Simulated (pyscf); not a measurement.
Thermochemistry of product channels of PH [triplet] + InH₃ on the triplet surface, in kcal/mol, from CCSD(T)/def2-TZVPP + ΔMP2(QZVPP) energies (ideal gas, 1 atm, RRHO with modes under 100 cm⁻¹ raised to 100, one conformer, R ln 2 for rigid chiral ones). Optimised with ωB97X-D3(BJ)/def2-SVP in PySCF. Correlated levels are frozen-core, on RHF or UHF. ΔMP2 is the change of the MP2 total energy from the triple- to the quadruple-zeta basis.

| products | ΔE | ΔH(298 K) | ΔG(600 K) | ΔG(900 K) |
|---|---|---|---|---|
| PH₂• + InH₂• | -3.8 | -3.4 | -6.5 | -7.8 |
| PH₃ + InH [triplet] | -6.5 | -3.4 | -3.4 | -2.9 |

These are energies of the channels, which say nothing of barriers. InH [triplet] is an excited spin state, 50.6 kcal/mol over the singlet at ωB97X-D3(BJ). The CCSD(T) − MP2 part came from Ansatz, without density fitting, on the same reference. The frozen core leaves the outer d or s,p core shells of the metals and heavy elements correlated in the MP2 and CC values, and def2-TZVPP describes them poorly, which can shift differences by a few kcal/mol. The term symbol of open-shell InH was not checked; spin-orbit terms and orbital degeneracy are left out. Elements past Kr carry the def2 core potentials, without spin-orbit coupling.
